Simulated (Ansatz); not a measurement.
Basis-set extrapolation for `CNCC=S` (PBE0-D4/def2-TZVP geometry, frozen core, Ansatz). Multiplicity 1, RHF reference.

```tsv
	def2-TZVPP	def2-QZVPP
HF	-569.696465	-569.715926
MP2 correlation	-0.889349	-0.951204
CCSD(T) correlation	-0.979570	not run
```

Energies in hartree. Use E(X) = E(∞) + A·exp(−7.88·√X) for Hartree–Fock and E(X) = E(∞) + B·X^(−2.97) for correlation, with X = 3 and 4, and add CCSD(T) minus MP2 of the smaller set to the MP2 limit.

Problem. What is the CCSD(T) energy at the basis-set limit?

Solution. HF limit: -569.715926 + (-0.019461) × 0.13774 = -569.71861. MP2 limit: -0.951204 + (-0.061855) × 0.74074 = -0.99702. Higher-order term: -0.979570 − (-0.889349) = -0.09022. Total: -570.80585 hartree, 81.5 kcal/mol below CCSD(T)/def2-TZVPP.
